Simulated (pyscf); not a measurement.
A first-order saddle from PySCF, ωB97X-D3(BJ)/def2-SVP:

```
Si
H 1 1.4797
H 1 1.6233 2 97.80
H 3 1.0856 1 71.70 2 -87.73
H 3 1.0864 4 143.16 1 -7.29
S 1 1.9487 2 134.39 4 -141.13
```
Charge 0, spin multiplicity 1.

Surface: singlet, charge 0. Lowest wavenumbers (cm⁻¹): 1562i, 481, 579, 722, 889.

Task: Which two sides does it connect, and which bonds change?

Result: H₂Si=S (SMILES [SiH2]=S) + H₂ (SMILES [H][H]) <-> H₂Si=S (SMILES [SiH2]=S) + H₂ (SMILES [H][H]), a four-centre exchange read from left to right: H–Si, H–H broken and H–Si, H–H formed. At ωB97M-D3(BJ)/def2-TZVP it lies +32.8 kcal/mol from the left side and +32.8 kcal/mol from the right (each side as separated species at their lowest minima found). At the saddle there is also a short H–Si contact that neither side keeps. The same reactants have a lower exit, to H₃Si–SH (barrier +21.7 kcal/mol at ωB97M-D3(BJ)/def2-TZVP, against +32.8 kcal/mol here). One saddle was located; it need not be the lowest between these sides.
